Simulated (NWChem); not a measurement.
**Lowest excitation of acetonitrile (C₂H₃N)**

```xyz
6

C      0.0096    -1.1749     0.0000
C     -0.0023     0.2783     0.0000
N     -0.0118     1.4351     0.0000
H     -0.5029    -1.5596     0.8932
H     -0.5029    -1.5596    -0.8932
H      1.0441    -1.5468     0.0000
```
Charge 0, spin multiplicity 1.

Program: NWChem. All single points use one geometry, from PBE0/def2-SVP, a minimum by its harmonic frequencies.

Basis set: def2-SVPD.

```json
[
 {"method": "CIS", "lowest vertical singlet excitation energy (eV)": "7.43", "relative cost": "1", "difference from EOM-CCSD": "-1.16"},
 {"method": "TD-PBE", "lowest vertical singlet excitation energy (eV)": "7.81", "relative cost": "under 3", "difference from EOM-CCSD": "-0.78"},
 {"method": "TD-B3LYP", "lowest vertical singlet excitation energy (eV)": "7.73", "relative cost": "under 3", "difference from EOM-CCSD": "-0.86"},
 {"method": "TD-PBE0", "lowest vertical singlet excitation energy (eV)": "7.76", "relative cost": "3", "difference from EOM-CCSD": "-0.83"},
 {"method": "EOM-CCSD", "lowest vertical singlet excitation energy (eV)": "8.59", "relative cost": "3", "difference from EOM-CCSD": "0.00"}
]
```

The values span 1.16 eV, from CIS (lowest) to EOM-CCSD (highest). The cost column gives rough processor time relative to CIS; each entry includes its own SCF.

The correlated methods keep 3 core orbitals frozen. B3LYP has NWChem's definition, with VWN1-RPA local correlation. No row is a measurement; the coupled-cluster row has its own basis-set and correlation limits.
